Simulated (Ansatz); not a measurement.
Z-matrix (Å, degrees):
```
C
C 1 1.492
O 1 1.415 2 112.1
H 1 1.099 2 109.9 3 -124.6
H 1 1.094 2 110.3 3 117.1
C 2 1.326 1 124.1 3 122.6
H 2 1.088 1 115.7 3 -56.1
H 3 0.961 1 107.6 2 -55.6
H 6 1.086 2 121.2 1 0.9
H 6 1.084 2 121.9 1 -179.7
```

Charge 0, multiplicity 1.

**Question.** List the PBE/def2-TZVPP orbital energies in eV (Ansatz 0.2.0). (Estimate.)

**Answer.** Ansatz gave: Occupied: -510.24, -270.19, -269.11, -268.96, -25.59, -19.50, -16.76, -14.02, -12.77, -10.99, -10.89, -10.43, -8.85, -7.86, -6.90, -6.25. Lowest empty: -1.12, 0.60, 1.30, 1.45, 1.89, 2.78, 3.02, 3.12.
